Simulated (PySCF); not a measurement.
**Shifts of the heteroatoms**

Molfile (atoms numbered from 1):
```
C3H5F
     RDKit          3D

  9  8  0  0  0  0  0  0  0  0999 V2000
   -1.1585    0.1073   -0.0277 C   0  0  0  0  0  0  0  0  0  0  0  0
    0.2937    0.4327   -0.0818 C   0  0  0  0  0  0  0  0  0  0  0  0
    1.2479   -0.4602    0.0883 C   0  0  0  0  0  0  0  0  0  0  0  0
    2.5517   -0.1274    0.0330 F   0  0  0  0  0  0  0  0  0  0  0  0
   -1.6428    0.6891    0.7554 H   0  0  0  0  0  0  0  0  0  0  0  0
   -1.6341    0.3656   -0.9728 H   0  0  0  0  0  0  0  0  0  0  0  0
   -1.3146   -0.9499    0.1689 H   0  0  0  0  0  0  0  0  0  0  0  0
    0.5601    1.4627   -0.2707 H   0  0  0  0  0  0  0  0  0  0  0  0
    1.1101   -1.5139    0.2823 H   0  0  0  0  0  0  0  0  0  0  0  0
  1  2  1  0
  2  3  2  0
  3  4  1  0
  1  5  1  0
  1  6  1  0
  1  7  1  0
  2  8  1  0
  3  9  1  0
M  END
```

PySCF 2.14 calculation with shielding tensors at PBE0/pcSseg-1 (GIAO), couplings computed with B3LYP/pcJ-1 and geometry from GFN2-xTB; no relativistic terms, in vacuum, equivalent nuclei averaged, single conformer.

Problem. Predict the 19F NMR data.

Solution. 
| atoms | environment | σ (ppm) | δ (ppm) |
| --- | --- | --- | --- |
| F4 | vinylic fluorine | 295.7 | -120.9 |

Shieldings were converted by a linear fit to measured shifts: 19F (scatter 6.0 ppm rms, 7.0 ppm with the 5 outliers that the fit left out vs CFCl3, solution or neat liquid, with a term for F on sp3 carbon). Occasional misses reach two or three times the rms, and more in compound classes unlike the fitted ones. Couplings are scaled by factors fitted to measured values: 2J(H,H) × 0.95 (rms 1.3 Hz), 3J(H,H) × 0.92 (rms 0.5 Hz), 1J(C,F) × 0.77 (rms 8.7 Hz), 2J(C,F) × 1.14 (rms 1.9 Hz, 10.1 with 1 outliers), 3J(C,F) × 1.46 (rms 1.5 Hz); all others are unscaled and can be 10–30 % off.

Couplings (the largest are listed; each averaged over equivalent pairs): 1J(C3,F4) = -249.7 Hz, 2J(F4,H9) = 87.8 Hz, 2J(C2,F4) = 12.4 Hz, 3J(F4,H8) = 16.6 Hz, 3J(C1,F4) = 9.3 Hz.

On a 500 MHz spectrometer 19F resonates near 470.5 MHz, so 1 ppm is 470.5 Hz.
